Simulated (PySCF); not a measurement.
# C3H5FO2: the cost of one run

The runs use PySCF 2.14.0, with density-fitted response routines of our own; the level of theory stands in each step. All values are computed, except where a source is named. Atoms are numbered from 0 throughout.

## Step 1: Starting geometry

11 atoms, charge 0, multiplicity 1; geometry from: GFN2-xTB. The atoms were then displaced at random by about 0.01 Å, so the start is not that level's minimum.

Bonds of the start (Å): C0–O1 1.45, O1–C2 1.37, C2–O3 1.37, O3–C4 1.37, C4–F5 1.35, C4–C2 1.44, C0–H6 1.10, C0–H7 1.09, C0–H8 1.07, C2–H9 1.11, C4–H10 1.09.

## Step 2: Relaxing the molecule at PBE0-D3(BJ)/def2-SVP

Job settings and geometry (Å):

```
{"job": {"xc": "PBE0", "basis": "def2-SVP", "d3": "d3bj", "grid": 1, "shake": 0.01, "kind": "geom"}, "charge": 0, "multiplicity": 1}
C      1.742030     0.142360    -0.492580
O      0.588250     0.661720     0.209830
C     -0.415460    -0.259080     0.365350
O     -1.229880    -0.498560    -0.716260
C     -1.789350     0.175560     0.343420
F     -2.692330    -0.483660     1.102720
H      2.441490     0.987230    -0.540820
H      1.452700    -0.132980    -1.511450
H      2.163260    -0.676090     0.051310
H     -0.135420    -1.156710     0.945940
H     -2.087170     1.214380     0.226870
```

Command:

```
$ OMP_NUM_THREADS=1 python probes_run.py task.json out
```

One launch serves the whole session: the jobs run in the order shown.

**Question.** How long does this first job take on 1 thread of Arm Neoverse V1, shared host, and how much memory does it need?

About 36 s, with a peak of 0.44 GiB.
